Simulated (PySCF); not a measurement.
**Calculated properties of `[LiH]` (lithium hydride)**

Species: lithium hydride, LiH.
Geometry (PBE0-D3(BJ)/def2-TZVP, Å), atoms numbered from 1 in this order:
```
atom  x, y, z in Å
Li1    0.8073   -0.0353    0.0033
H2    -0.7899    0.0064   -0.0154
```

PBE0-D3(BJ)/def2-TZVP geometry optimisation, gas phase (PySCF):

| Quantity | Value |
| --- | --- |
| Point group | C∞v |
| Rotational constant B (linear) | 224.611 GHz |

From CAM-B3LYP/aug-cc-pVTZ ground state and vertical TDDFT (core frozen in the response) (PySCF):

| Item | Value |
| --- | --- |
| Dipole moment | 5.78 D |
| HOMO energy | -6.87 eV |
| LUMO energy | -0.77 eV |
| HOMO–LUMO gap | 6.10 eV |
| Lowest singlet excitation | 3.48 eV (356 nm, f = 0.073) |
| Strongest line among the 10 lowest singlet transitions | S2/S3 at 4.54 eV (273 nm, f = 0.360 summed over these states) |
| Lowest triplet excitation (Tamm–Dancoff) | 2.95 eV |
| Static isotropic polarisability | 28.1 au |
| Electronic spatial extent ⟨r²⟩ about the centre of nuclear charge | 20 bohr² |

B97-2/pcSseg-2 ground state and GIAO shieldings, non-relativistic (PySCF):

| Item | Value |
| --- | --- |
| 1H chemical shifts (computed TMS as zero) by class | 5.08 (H2) ppm |
| Isotropic shieldings of nuclei other than C and H, by class | 89 (Li1) ppm |

Monoisotopic mass (most abundant isotopes): 8.0238 u.

The dipole matches unit charges of opposite sign 1.20 Å apart (1 e·Å = 4.8032 D). The largest Löwdin shares of the HOMO are 0.65 on H2 and 0.35 on Li1. S1 lies 2.62 eV below the HOMO–LUMO gap; its leading configuration is HOMO→LUMO, weight 0.92. For a rigid linear rotor the levels are B·J(J + 1), so J = 1 lies 2B = 449.22 GHz above J = 0. The vertical singlet–triplet gap S1 − T1 is 0.53 eV (TDDFT singlet less Tamm–Dancoff triplet; S1: HOMO→LUMO, weight 0.92; T1: HOMO→LUMO, weight 0.86).

Geometry: PBE0-D3(BJ)/def2-TZVP; no solvent, vibrations or thermal averaging.
